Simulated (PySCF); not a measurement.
Gas-phase reaction: 3 SiF4 + C3H7 (n-propyl) → 3 SiHF2 + 2 CF3 + CH4

Method: PySCF energies plus ideal-gas RRHO corrections (1 bar). † marks an energy on the PBE0/def2-TZVP geometry and frequencies; other levels use their own. Open shells (unrestricted): C3H7 (n-propyl) (multiplicity 2), SiHF2 (multiplicity 2), CF3 (multiplicity 2); the rest are closed-shell singlets. SiHF2: computed as isolated molecules; such fragments, hydroxides, amides, oligomers or adducts are transient or little studied in the gas.

PBE0/def2-QZVP† gives ΔH°(298 K) = 1807 kJ.

Question: What do PBE/def2-SVP, HF/def2-TZVP†, PBE0/def2-SVP† give?

Answer: PBE/def2-SVP: 1582 kJ; HF/def2-TZVP†: 1754 kJ; PBE0/def2-SVP†: 1636 kJ. For scale, ΔH°(298 K) is 1807 kJ at this level, 1898 kJ at ωB97M-V/def2-TZVP†, and runs from 1582 to 1964 kJ over the 19 levels computed.
